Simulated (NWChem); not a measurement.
The numbers come from NWChem runs, not from measurements. System: pyrazine (C$_{4}$H$_{4}$N$_{2}$), charge 0, spin multiplicity 1, at a geometry optimised with PBE/def2-SVP. Level: PBE0/def2-SVP.

The NWChem input:

```
start mol
memory heap 200 mb stack 900 mb global 1100 mb
geometry units angstroms nocenter noautoz
  C     -0.703436     0.000000     1.138179
  C      0.703436     0.000000     1.138179
  N      1.414738     0.000000     0.000000
  C      0.703436     0.000000    -1.138179
  C     -0.703436     0.000000    -1.138179
  N     -1.414738     0.000000     0.000000
  H     -1.267837     0.000000     2.088384
  H      1.267837     0.000000     2.088384
  H      1.267837     0.000000    -2.088384
  H     -1.267837     0.000000    -2.088384
  symmetry group D2h
end
basis spherical
  * library def2-svp
end
dft
  xc pbe0
  semidirect memsize 60000000 filesize 0
  iterations 100
end
task dft energy
```

Output (cleaned and shortened):

```
             Northwest Computational Chemistry Package (NWChem) 7.3.0
             --------------------------------------------------------

                                NWChem Input Module
                                -------------------

 Scaling coordinates for geometry "geometry" by  1.889725989
 (inverse scale =  0.529177249)

 Turning off AUTOSYM since
 SYMMETRY directive was detected!

                             Geometry "geometry" -> ""
                             -------------------------

 Output coordinates in angstroms (scale by  1.889725989 to convert to a.u.)

  No.       Tag          Charge          X              Y              Z
 ---- ---------------- ---------- -------------- -------------- --------------
    1 C                    6.0000    -0.70343600     0.00000000     1.13817900
    2 C                    6.0000     0.70343600     0.00000000     1.13817900
    3 N                    7.0000     1.41473800     0.00000000     0.00000000
    4 C                    6.0000     0.70343600     0.00000000    -1.13817900
    5 C                    6.0000    -0.70343600     0.00000000    -1.13817900
    6 N                    7.0000    -1.41473800     0.00000000     0.00000000
    7 H                    1.0000    -1.26783700     0.00000000     2.08838400
    8 H                    1.0000     1.26783700     0.00000000     2.08838400
    9 H                    1.0000     1.26783700     0.00000000    -2.08838400
   10 H                    1.0000    -1.26783700     0.00000000    -2.08838400

 Effective nuclear repulsion energy (a.u.)     207.2851597853

            Nuclear Dipole moment (a.u.)
            ----------------------------
        X                 Y               Z
 ---------------- ---------------- ----------------
     0.0000000000     0.0000000000     0.0000000000

      Symmetry information
      --------------------

 Group name             D2h
 Group number             26
 Group order               8
 No. of unique centers     3

      Symmetry unique atoms

     1    3    7


 Summary of "ao basis" -> "" (spherical)
 ------------------------------------------------------------------------------
       Tag                 Description            Shells   Functions and Types
 ---------------- ------------------------------  ------  ---------------------
 *                          def2-svp                  on all atoms

                                 NWChem DFT Module
                                 -----------------

 Summary of "ao basis" -> "ao basis" (spherical)
 ------------------------------------------------------------------------------
       Tag                 Description            Shells   Functions and Types
 ---------------- ------------------------------  ------  ---------------------
 C                          def2-svp                 6       14   3s2p1d
 N                          def2-svp                 6       14   3s2p1d
 H                          def2-svp                 3        5   2s1p

 Summary of "ao basis" -> "ao basis" (spherical)
 ------------------------------------------------------------------------------
       Tag                 Description            Shells   Functions and Types
 ---------------- ------------------------------  ------  ---------------------
 C                          def2-svp                 6       14   3s2p1d
 N                          def2-svp                 6       14   3s2p1d
 H                          def2-svp                 3        5   2s1p
[...]
 d= 0,ls=0.0,diis     6   -263.8148254297 -7.12D-06  9.11D-06  4.93D-07     1.7
 d= 0,ls=0.0,diis     7   -263.8148254977 -6.80D-08  1.98D-06  1.74D-08     1.9

         Total DFT energy =     -263.814825497710
      One electron energy =     -765.930690245964
           Coulomb energy =      331.402843174013
    Exchange-Corr. energy =      -36.572138211078
 Nuclear repulsion energy =      207.285159785319

 Numeric. integr. density =       42.000010352249

     Total iterative time =      1.6s

                  Occupations of the irreducible representations
                  ----------------------------------------------

                     irrep           alpha         beta
                     --------     --------     --------
                     ag                6.0          6.0
                     au                0.0          0.0
                     b1g               1.0          1.0
                     b1u               4.0          4.0
                     b2g               3.0          3.0
                     b2u               1.0          1.0
                     b3g               1.0          1.0
                     b3u               5.0          5.0

                       DFT Final Molecular Orbital Analysis
                       ------------------------------------

 Vector   19  Occ=2.000000D+00  E=-3.287524D-01  Symmetry=b3u
              MO Center= -9.4D-15, -8.5D-17, -3.3D-16, r^2= 3.4D+00
   Bfn.  Coefficient  Atom+Function         Bfn.  Coefficient  Atom+Function
  ----- ------------  ---------------      ----- ------------  ---------------
    32      0.387784   3 N  px               74      0.387784   6 N  px
    35     -0.283494   3 N  px               77     -0.283494   6 N  px
    30     -0.181461   3 N  s                72      0.181461   6 N  s
     2     -0.131122   1 C  s                16      0.131122   2 C  s
    44      0.131122   4 C  s                58     -0.131122   5 C  s

 Vector   20  Occ=2.000000D+00  E=-2.949759D-01  Symmetry=b3g
              MO Center=  2.3D-15, -5.1D-16,  4.4D-16, r^2= 2.8D+00
   Bfn.  Coefficient  Atom+Function         Bfn.  Coefficient  Atom+Function
  ----- ------------  ---------------      ----- ------------  ---------------
     5      0.308351   1 C  py               19      0.308351   2 C  py
    47     -0.308351   4 C  py               61     -0.308351   5 C  py
     8      0.208845   1 C  py               22      0.208845   2 C  py
    50     -0.208845   4 C  py               64     -0.208845   5 C  py

 Vector   21  Occ=2.000000D+00  E=-2.658783D-01  Symmetry=ag
              MO Center=  7.9D-15,  1.4D-16, -1.8D-15, r^2= 3.7D+00
   Bfn.  Coefficient  Atom+Function         Bfn.  Coefficient  Atom+Function
  ----- ------------  ---------------      ----- ------------  ---------------
    32      0.347852   3 N  px               74     -0.347852   6 N  px
    35     -0.262611   3 N  px               77      0.262611   6 N  px
     4     -0.201610   1 C  px               18      0.201610   2 C  px
    46      0.201610   4 C  px               60     -0.201610   5 C  px
    31     -0.199027   3 N  s                73     -0.199027   6 N  s

 Vector   22  Occ=0.000000D+00  E=-5.507920D-02  Symmetry=b2u
              MO Center=  2.2D-15,  1.6D-16, -1.3D-15, r^2= 3.0D+00
   Bfn.  Coefficient  Atom+Function         Bfn.  Coefficient  Atom+Function
  ----- ------------  ---------------      ----- ------------  ---------------
    36      0.419005   3 N  py               78      0.419005   6 N  py
    33     -0.375403   3 N  py               75     -0.375403   6 N  py
     8     -0.211578   1 C  py               22     -0.211578   2 C  py
    50     -0.211578   4 C  py               64     -0.211578   5 C  py
     5     -0.196977   1 C  py               19     -0.196977   2 C  py

 Vector   23  Occ=0.000000D+00  E=-3.144740D-02  Symmetry=au
              MO Center= -2.9D-15, -3.5D-16, -8.5D-15, r^2= 3.3D+00
   Bfn.  Coefficient  Atom+Function         Bfn.  Coefficient  Atom+Function
  ----- ------------  ---------------      ----- ------------  ---------------
     8      0.428363   1 C  py               22     -0.428363   2 C  py
    50      0.428363   4 C  py               64     -0.428363   5 C  py
     5      0.333200   1 C  py               19     -0.333200   2 C  py
    47      0.333200   4 C  py               61     -0.333200   5 C  py
    39     -0.027137   3 N  d -1             81      0.027137   6 N  d -1

 Vector   24  Occ=0.000000D+00  E= 8.474572D-02  Symmetry=ag
              MO Center=  4.6D-16,  2.6D-18,  9.0D-18, r^2= 9.7D+00
   Bfn.  Coefficient  Atom+Function         Bfn.  Coefficient  Atom+Function
  ----- ------------  ---------------      ----- ------------  ---------------
    86      0.999194   7 H  s                91      0.999194   8 H  s
    96      0.999194   9 H  s               101      0.999194  10 H  s
     3     -0.693753   1 C  s                17     -0.693753   2 C  s
    45     -0.693753   4 C  s                59     -0.693753   5 C  s
     9     -0.319107   1 C  pz               23     -0.319107   2 C  pz

 center of mass
 --------------
 x =   0.00000000 y =   0.00000000 z =   0.00000000

 moments of inertia (a.u.)
 ------------------
         284.840838359988           0.000000000000           0.000000000000
           0.000000000000         592.971017536129           0.000000000000
           0.000000000000           0.000000000000         308.130179176141

     Multipole analysis of the density
     ---------------------------------

     L   x y z        total         alpha         beta         nuclear
     -   - - -        -----         -----         ----         -------
     0   0 0 0     -0.000000    -21.000000    -21.000000     42.000000

     1   1 0 0     -0.000000     -0.000000     -0.000000      0.000000
     1   0 1 0     -0.000000     -0.000000     -0.000000      0.000000
     1   0 0 1      0.000000      0.000000      0.000000      0.000000

     2   2 0 0    -30.363603    -97.898625    -97.898625    165.433647
     2   1 1 0      0.000000      0.000000      0.000000      0.000000
     2   1 0 1     -0.000000     -0.000000     -0.000000      0.000000
     2   0 2 0    -26.548739    -13.274370    -13.274370      0.000000
     2   0 1 1      0.000000      0.000000      0.000000      0.000000
     2   0 0 2    -20.006824    -96.666403    -96.666403    173.325982

 Task  times  cpu:        1.9s     wall:        1.9s

 Total times  cpu:        1.9s     wall:        1.9s
```
